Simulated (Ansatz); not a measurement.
# AlNaH+ (triplet): wave-function methods side by side, def2-QZVPP

One table from this session's results is given with a row withheld; the runs are named, their logs left out.

The runs use Ansatz 0.2.0, Gaussian basis; def2-QZVPP, core rule «outside noble gas», up to 10 orbitals frozen.

The runs, in order: UHF; ROHF; CCSD(T) on UHF.

2 further runs of the same task are left out: 2 set aside as unsound or not needed.

## The geometry

The geometry is a PBE0/def2-TZVP stationary point (not a proven minimum) of the parent state, kept for this charge and spin.

3 atoms, charge 1, spin multiplicity 3.

Atoms are counted from 1 here; the program's logs count them from 0.

Bond lengths: Al1–H3 1.640 Å.

The first run:

in.yaml

```yaml
crystal:
  periodic: [false, false, false]
  atoms:
    - {symbol: Al, position_ang: [0.000000, -0.097406, 1.320837]}
    - {symbol: Na, position_ang: [0.000000, 0.060651, -1.650695]}
    - {symbol: H, position_ang: [0.000000, 1.224099, 2.292676]}
basis:
  gaussian: {orbitals: "def2-QZVPP.json"}
total_charge: 1
magnetization: {spin_polarized: true, initial_magnetization: 2}
hamiltonian: {xc: hf}
output: {orbitals: {seedname: orbitals}}
```

Command:

```console
$ ansatz run in.yaml --threads 1 --pin off --events-out ev --progress --plain --max-ram 2393MiB
```

Steps of the session up to this table: UHF; ROHF; CCSD(T) on UHF.

One of the session's tables, all rows but one given; the rest of the session is left out.

```
  method  from UCCSD(T) (meV)
    ROHF              +1710.1
     UHF                    ?
    UMP2               +435.3
   UCCSD                +46.1
UCCSD(T)                    0
```

**Question.** Estimate the row for UHF.

**Answer.** from UCCSD(T) (meV): +1645.1. In the column «from UCCSD(T) (meV)» it lies between UMP2 (+435.3) and ROHF (+1710.1).
